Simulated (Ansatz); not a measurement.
# H2ClO (doublet): the correlation ladder at distance O1–H3 along a hydrogen transfer = 1.111 Å, cc-pVDZ

Aim: climb from Hartree-Fock through coupled cluster and multireference methods for H2ClO (doublet) at one geometry and basis, and see what each rung misses.

The runs use Ansatz 0.2.0, Gaussian basis; cc-pVDZ, core rule «outside noble gas», up to 6 orbitals frozen.

To be run: UHF; CCSD(T) on ROHF; CCSD(T) on UHF; BCCD(T) on ROHF; CISD; CCSDT(Q) on ROHF; CCSDT(Q) on UHF; CASSCF and MRCISD+Q, 3 electrons in 3 orbitals; CASSCF and NEVPT2, 3 electrons in 3 orbitals; CASSCF and MRCISD+Q, 15 electrons in 10 orbitals; CASSCF and NEVPT4(SD), 15 electrons in 10 orbitals; CASSCF and NEVPT2, 15 electrons in 10 orbitals.

6 further runs of the same task are left out: 4 that didn't finish, 2 set aside as unsound or not needed.

## Step 1: What is computed

The geometry derives from fragments relaxed apart (PBE0/def2-TZVP) and kept rigid, so it is no stationary point. A hydrogen atom is moved between rigid fragments.

4 atoms, charge 0, spin multiplicity 2.

Atoms are counted from 1 here; the program's logs count them from 0.

Bond lengths: O1–H2 0.960 Å, O1–H3 1.111 Å, H3–Cl4 1.553 Å. Angles: H2–O1–H3 105.1°, O1–H3–Cl4 180.0°.

## Step 2: UHF

File in.yaml:

```yaml
crystal:
  periodic: [false, false, false]
  atoms:
    - {symbol: O, position_ang: [-0.881423, -0.231644, 0.000000]}
    - {symbol: H, position_ang: [-1.130732, 0.694932, 0.000000]}
    - {symbol: H, position_ang: [0.229577, -0.231644, 0.000000]}
    - {symbol: Cl, position_ang: [1.782577, -0.231644, 0.000000]}
basis:
  gaussian: {orbitals: cc-pVDZ}
magnetization: {spin_polarized: true, initial_magnetization: 1}
hamiltonian: {xc: hf}
output: {orbitals: {seedname: orbitals}}
```

On the command line:

```
$ ansatz run in.yaml --threads 1 --pin off --events-out ev --progress --plain --max-ram 2393MiB
```

Further steps of the session: CCSD(T) on ROHF; CCSD(T) on UHF; BCCD(T) on ROHF; CISD; CCSDT(Q) on ROHF; CCSDT(Q) on UHF; CASSCF and MRCISD+Q, 3 electrons in 3 orbitals; CASSCF and NEVPT2, 3 electrons in 3 orbitals; CASSCF and MRCISD+Q, 15 electrons in 10 orbitals; CASSCF and NEVPT4(SD), 15 electrons in 10 orbitals; CASSCF and NEVPT2, 15 electrons in 10 orbitals.

Before running them: what should the planned runs give, taken together? Wanted: UCCSDT(Q) below the RHF energy; RMP2 from UCCSDT(Q); UMP2 from UCCSDT(Q); RCCSD from UCCSDT(Q); RCCSD(T) from UCCSDT(Q); UCCSD(T) from UCCSDT(Q); RCCSDT(Q) from UCCSDT(Q); NEVPT2 pair from UCCSDT(Q); MRCISD+Q pair from UCCSDT(Q).

The runs gave:

```
                         quantity                                                   value
   UCCSDT(Q) below the RHF energy                                             -10.1925 eV
              RMP2 from UCCSDT(Q)                                              +841.1 meV
              UMP2 from UCCSDT(Q)                                              +973.2 meV
             RCCSD from UCCSDT(Q)                                              +231.4 meV
          RCCSD(T) from UCCSDT(Q)                                               +39.1 meV
          UCCSD(T) from UCCSDT(Q)                                               +39.2 meV
         RCCSDT(Q) from UCCSDT(Q)                                                +0.2 meV
       NEVPT2 pair from UCCSDT(Q)                                              +849.1 meV
     MRCISD+Q pair from UCCSDT(Q)                                              +120.3 meV
    NEVPT2 valence from UCCSDT(Q)                                             +2467.3 meV
levels within 1 kcal/mol (43 meV)  RCCSD(T), UCCSD(T), BCCD(T), RCCSDT, UCCSDT, RCCSDT(Q)
                    T1 diagnostic                                                   0.027
   effectively unpaired electrons                                                    1.01
```

**Reading.** RCCSD(T) misses by +39.1 meV, 0.4 % of the correlation energy. One determinant dominates. Of the multireference levels listed MRCISD+Q pair comes nearest in total energy (+120.3 meV), which doesn't show that its space is the better one. Coupled cluster took another determinant than the lowest Hartree-Fock one. These misses are within one basis, not against nature; the frozen cores of restricted and unrestricted runs differ, which can shift their rows.
